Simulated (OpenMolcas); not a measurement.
# How methods differ on PH2 (SMILES [PH2])

PH2: 3 atoms, total charge 0, spin state doublet. SMILES: `[PH2]`. The coordinates come from a PBE0-D4/def2-TZVP relaxation.

```xyz
3

P     0.5257   -0.3094    0.2582
H     0.1146    1.0515    0.1767
H    -0.6404   -0.7421   -0.4350
```

Each level gives the energy change with the P1–H2 bond stretched from 1.424 to 2.492 Å (eV). The values are calculated.

```tsv
level	kind	program	value (eV)	less FCI/3-21G	CPU time (all runs)
UHF/3-21G	Hartree–Fock	OpenMolcas	2.36	+0.38	3.4 s
USVWN5/3-21G	LDA	OpenMolcas	2.47	+0.49	6.7 s
UPBE/3-21G	GGA	OpenMolcas	2.41	+0.43	7.9 s
U-r2SCAN/3-21G	meta-GGA	OpenMolcas	2.40	+0.42	12 s
UB3LYP/3-21G	global hybrid	OpenMolcas	2.47	+0.49	9.7 s
MRCI(7,6)/3-21G	multireference	OpenMolcas	1.97	-0.01	3.9 s
ROCCSD(T)/3-21G	coupled cluster or CI	OpenMolcas	1.97	-0.01	4.9 s
FCI/3-21G	exact in the basis	OpenMolcas	1.98	0.00	8.2 s
```

FCI/3-21G is exact within its basis and frozen core, so for wave-function methods in that basis the difference is their error; functionals converge differently with the basis, so for them it is only a difference. The first shape isn't each level's own minimum. The values span 1.97 to 2.47 eV. Spin contamination of the reference (⟨S²⟩ at least 0.1 too high) touches UHF/3-21G, USVWN5/3-21G, UPBE/3-21G, U-r2SCAN/3-21G, UB3LYP/3-21G. All rows use very small basis sets, so even the best lies far from the true value. Times are those of the runs behind each value, whatever else they computed, on shared processors of several kinds: orders of magnitude only.
